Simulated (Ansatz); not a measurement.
## Property card for AlCo₃

Computed with DFT PBEsol, scalar-relativistic, plane waves, PAW (Ansatz 0.2.0).

Plane waves to 420 eV, a k mesh through Γ of 12×12×10 on the computed 8-atom cell and Gaussian smearing (0.10 eV); collinear spin from starting moments 0 0 1.42 1.42 1.42 1.42 1.42 1.42 μB.

The structure is relaxed at this level of theory with its symmetry kept. Whether it is the stable form of this composition wasn't checked.

```cif
data_structure
_symmetry_space_group_name_H-M 'P 1'
_symmetry_Int_Tables_number 1
_cell_length_a 5.0012
_cell_length_b 5.0012
_cell_length_c 4.0428
_cell_angle_alpha 90.000
_cell_angle_beta 90.000
_cell_angle_gamma 120.000
_cell_volume 87.57
loop_
_atom_site_label
_atom_site_type_symbol
_atom_site_fract_x
_atom_site_fract_y
_atom_site_fract_z
_atom_site_occupancy
Al1 Al 0.66667 0.33333 0.25000 1
Al2 Al 0.33333 0.66667 0.75000 1
Co1 Co 0.16520 0.33039 0.25000 1
Co2 Co 0.66961 0.83480 0.25000 1
Co3 Co 0.16520 0.83480 0.25000 1
Co4 Co 0.83480 0.66961 0.75000 1
Co5 Co 0.33039 0.16520 0.75000 1
Co6 Co 0.83480 0.16520 0.75000 1
```

**Question.** Formation energy from the elements' standard states (uncorrected)?

**Answer.** -0.202 eV/atom.

**Question.** Density of states at the Fermi level?

**Answer.** 6.77 states/eV per cell.

**Question.** Löwdin character within 0.5 eV of the Fermi level?

**Answer.** Co 3d 91 %.

**Question.** Bulk modulus?

**Answer.** 210 GPa.

**Question.** Its pressure derivative?

**Answer.** 4.7.

**Question.** Bader charges (e)?

**Answer.** Al (2 in the cell) 1.90, Co (6 in the cell) -0.63.

**Question.** Total moment?

**Answer.** 7.40 μB per cell.

**Question.** Site moments (μB; atoms counted from 1 over the whole cell)?

**Answer.** Al (atom 1) -0.06, Al (atom 2) -0.06, Co (atom 3) 1.29, Co (atom 4) 1.29, Co (atom 5) 1.29, Co (atom 6) 1.29, Co (atom 7) 1.29, Co (atom 8) 1.29.

Only this magnetic start was tried.

Cost: 7 runs of about 48 core-minutes in all, on Intel Xeon Platinum 8375C (Ice Lake) (shared hosts).